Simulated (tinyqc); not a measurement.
Worked calculation: extended Hueckel theory, for H2S. Computed by tinyqc, a small Python program that keeps every step (integrals from PySCF). Settings: charge = 0, K = 1.75, weighted = 1, multiplicity = 1. Command: `OMP_NUM_THREADS=1 python tinyqc.py 30075 30076 out.jsonl` (the two numbers bound the seeds that draw the settings). One thread of a shared host (Intel(R) Xeon(R) Processor @ 2.60GHz), about 0.01 s of CPU time with the checks.

## Overlaps

Geometry (angstrom):
```
atom         x          y         z
S     0.000000   0.000000  0.000000
H     0.000000   1.108000  0.672000
H     0.000000  -1.197000  0.726000
```

Parameters chosen for this run:
```
element  shell  Slater exponent   H_ii (eV)
S           3s         2.122000  -20.000000
S           3p         1.827000  -13.300000
H           1s         1.300000  -13.600000
```

Slater orbitals, each expanded in six Gaussians scaled to its exponent.

overlap S, lower triangle:
```
           1S 3s    1S 3px     1S 3py    1S 3pz     2H 1s     3H 1s
1S 3s   1.000000
1S 3px  0.000000  1.000000
1S 3py  0.000000  0.000000   1.000000
1S 3pz  0.000000  0.000000   0.000000  1.000000
2H 1s   0.394703  0.000000   0.426298  0.258549  1.000000
3H 1s   0.343597  0.000000  -0.391500  0.237451  0.060197  1.000000
```

## Wolfsberg-Helmholz matrix

diagonal H_ii (eV): 1S 3s -20.000000, 1S 3px -13.300000, 1S 3py -13.300000, 1S 3pz -13.300000, 2H 1s -13.600000, 3H 1s -13.600000

K = 1.750000

H_ij = K' S_ij (H_ii + H_jj)/2 for i != j (the diagonal keeps H_ii), with K' = K + D^2 + D^4 (1 - K), D = (H_ii - H_jj)/(H_ii + H_jj), K = 1.75.

H (eV), lower triangle:
```
             1S 3s      1S 3px      1S 3py      1S 3pz       2H 1s       3H 1s
1S 3s   -20.000000
1S 3px    0.000000  -13.300000
1S 3py    0.000000    0.000000  -13.300000
1S 3pz    0.000000    0.000000    0.000000  -13.300000
2H 1s   -11.838309    0.000000  -10.034692   -6.086023  -13.600000
3H 1s   -10.305496    0.000000    9.215594   -5.589408   -1.432679  -13.600000
```

## Orbitals

valence electrons = 8

Solve H C = S C e through S^(-1/2); fill by pairs from the bottom, a degenerate level sharing its electrons equally; each orbital has its largest coefficient positive (the first on a tie).

orbital energies (eV): -22.065711  -17.008174  -14.211675  -13.300000  0.515332  5.152624

occupations: 2.000000  2.000000  2.000000  2.000000  0.000000  0.000000

coefficients:
```
             MO1        MO2        MO3       MO4        MO5        MO6
1S 3s   0.746307  -0.025106  -0.344903  0.000000  -0.512229  -0.691948
1S 3px  0.000000   0.000000   0.000000  1.000000   0.000000   0.000000
1S 3py  0.004002   0.572692   0.012191  0.000000   0.818800  -0.748903
1S 3pz  0.021922  -0.002444   0.870315  0.000000  -0.416661  -0.505722
2H 1s   0.280128   0.378703   0.165900  0.000000  -0.088803   1.193899
3H 1s   0.244206  -0.418194   0.177602  0.000000   1.104491   0.069764
```

sum of one-electron energies = -133.171122 eV

## Mulliken analysis

P = C n C^T; charge = valence electrons (S 6, H 1) minus the sum of (P S)_ii on the atom; overlap population = 2 sum P_ij S_ij between two atoms.

charges: 1S -0.254445, 2H 0.131155, 3H 0.123290

Overlap populations:
```
pair      value
2-1    0.754617
3-1    0.703724
3-2   -0.014567
```
